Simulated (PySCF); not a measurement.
## Vertical excitation energies

C₄H₄O.
Atom-mapped SMILES: `[CH2:1]=[CH:2][CH:3]=[C:4]=[O:5]` (hydrogens: H6, H7 on C1; H8 on C2; H9 on C3)

Geometry (GFN2-xTB, Å), atoms numbered from 1 in this order:
```
atom  x, y, z in Å
C1    -1.618    0.097   -0.172
C2    -0.322    0.297   -0.385
C3     0.725   -0.312    0.413
C4     1.996   -0.125    0.213
O5     3.132    0.042    0.036
H6    -2.365    0.566   -0.786
H7    -1.973   -0.542    0.619
H8     0.010    0.942   -1.186
H9     0.428   -0.961    1.223
```

Level of theory: PySCF 2.14.0, density-fitted response routines, TDDFT CAM-B3LYP/def2-SVPD, vertical, gas phase, core orbitals frozen in the response.

| state | λ (nm) | E (eV) | f | symmetry | main configurations (H = HOMO, L = LUMO) |
| --- | --- | --- | --- | --- | --- |
| S1 | 367.2 | 3.38 | 0.0000 | – | H→L (93%) |
| S2 | 209.9 | 5.91 | 0.0006 | – | H→L+2 (94%) |
| S3 | 206.6 | 6.00 | 0.562 | A′ | H→L+1 (94%) |
| S4 | 187.2 | 6.62 | 0.0009 | – | H→L+3 (75%), H→L+4 (20%) |
| S5 | 182.0 | 6.81 | 0.032 | A″ | H→L+4 (72%), H→L+3 (14%) |
| S6 | 174.9 | 7.09 | 0.0009 | – | H-1→L (82%) |
| S7 | 164.0 | 7.56 | 0.017 | A′ | H→L+6 (84%), H-2→L (8%) |
| S8 | 152.9 | 8.11 | 0.0063 | A″ | H→L+5 (89%) |

Triplets (Tamm–Dancoff): T1 3.06 eV, H→L (92%); T2 3.64 eV, H→L+1 (92%); T3 5.67 eV, H→L+6 (56%), H-1→L+1 (34%).

The lowest singlet lies at 3.38 eV (367 nm, ultraviolet) and is dark (f under 0.0005); its leading configuration is HOMO→LUMO (93%). The most intense listed level is S3 at 6.00 eV (207 nm, f = 0.562), 2.63 eV above S1. Löwdin shares by element: HOMO carbon 78% (atoms not listed hold the other 22%); LUMO carbon 53% or more, oxygen 32%, hydrogen 7% or more. Orbital energies (eV): HOMO-3 -13.47, HOMO-2 -11.83, HOMO-1 -10.79, HOMO -7.68, LUMO -0.05, LUMO+1 0.86, LUMO+2 1.31. Weighted by f, the mean energy of these states is 6.11 eV. The listed states span 4.73 eV, and the widest gap between neighbours is 2.53 eV (S1 to S2). No computed singlet lies in the visible range (380 to 750 nm); the lowest, at 367 nm, stands 0.11 eV above its violet end (3.26 eV); a Tamm–Dancoff triplet lies at 405 nm, without intensity as long as spin–orbit coupling is left out. Symmetry labels in Cs follow from the direction of the transition dipole and are given only for states with f of 0.002 or more. Singlets were solved by full linear response, triplets in the Tamm–Dancoff approximation.

One conformer stands for the species.
